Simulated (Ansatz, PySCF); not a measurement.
System: chloroform, CHCl₃, charge 0, multiplicity 1. SMILES: C(Cl)(Cl)Cl
Structure (B3LYP-D3(BJ)/def2-TZVP (Ansatz, a program for electronic structure) minimum search):
```
C
H 1 1.0815
Cl 1 1.7758 2 107.69
Cl 1 1.7758 2 107.69 3 120.00
Cl 1 1.7758 2 107.69 3 -120.00
```

Property: vertical ionisation energy (to the doublet state of charge +1; each state is the SCF solution reached for its spin; the molecule has degenerate orbitals, so one determinant may break the symmetry; for the doublet the Hartree-Fock reference is unstable and T1 is 0.013), in eV. Correlated levels leave the core frozen unless marked. UHF or UKS for open shells. Spin-orbit coupling is left out. Non-relativistic. CBS(X,Y): correlation extrapolated as X^-3; Hartree-Fock from the larger set. The program attaches cautions to a run behind CCSD/aug-cc-pV(D+d)Z: other roots.

```tsv
level	program	vertical ionisation energy (eV)
RI-HF/aug-cc-pV(T+d)Z	Ansatz	10.95
SVWN5/def2-TZVPD	Ansatz	10.78
PBE/def2-TZVPD	Ansatz	10.61
r2SCAN/def2-TZVPD	Ansatz	10.87
wB97X-V/def2-TZVPD	Ansatz	11.56
B2PLYP/def2-TZVPD	Ansatz	11.18
RI-MP2/aug-cc-pV(Q+d)Z	Ansatz	12.13
RI-MP2/CBS(aug-cc-pV(T+d)Z,aug-cc-pV(Q+d)Z)	Ansatz	12.20
CCSD/aug-cc-pV(D+d)Z	Ansatz	11.49
```

For comparison, minus the highest occupied orbital energy (PySCF): 7.65 eV at SVWN5/def2-TZVPD, 8.20 eV at TPSSh/def2-TZVPD, 10.31 eV at M06-2X/def2-TZVPD.
